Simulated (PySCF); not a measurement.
Si2: one state, many levels of theory

State: ³Σg⁻ (triplet), unpaired electrons π ↑↑. Set-up: basis Si pcseg-1; no relativity; PySCF 2.14. De refers to Si + Si in their high-spin ground configurations, without counterpoise correction. The functionals are run spin-unrestricted.

```
      Level  Re (Å)  ωe (cm⁻¹)  De (eV)
        UHF   2.226        565     1.50
    UHF-MP2   2.267        504     2.56
UHF-SCS-MP2   2.257        516     2.36
   UHF-CCSD   2.265        511     2.48
UHF-CCSD(T)   2.275        497     2.61
        LDA   2.292        476     3.85
        PBE   2.306        469     3.36
     r²SCAN   2.277        495     3.21
      B3LYP   2.287        485     3.05
       PBE0   2.268        507     3.13
      HSE06   2.271        503     3.14
     M06-2X   2.249        522     3.28
```

**Question.** Which functional lies closest to UHF-CCSD(T) in De, which farthest, and by how much do they differ from it?

**Answer.** Closest is B3LYP (+1.2 pm in Re, -2.4 % in ωe, +0.44 eV in De against UHF-CCSD(T) in the same basis), farthest LDA (+1.7 pm in Re, -4.2 % in ωe, +1.24 eV in De). CCSD(T) converges more slowly with the basis than the functionals do and binds too weakly in this one, so the order can change at the basis-set limit.

**Question.** What does the step from GGA to meta-GGA do here, going from PBE to r²SCAN?

**Answer.** r²SCAN less PBE: -2.9 pm in Re, +5.5 % in ωe, -0.15 eV in De. 

**Question.** What does the gradient correction do here, going from LDA to PBE?

**Answer.** PBE less LDA: +1.4 pm in Re, -1.5 % in ωe, -0.49 eV in De. The gradient correction favours the more uneven density of free atoms, so it tends to lengthen bonds and takes away much of the overbinding of LDA; so it does here.

Correlated steps freeze 10 core orbitals. Correlated levels converge slowly with the basis: in double zeta they bind strong bonds too weakly, by up to about 1 eV, and carry superposition errors of some tenths. The state is the lowest determinant that a PBE0 search found; another state may lie lower at other levels.
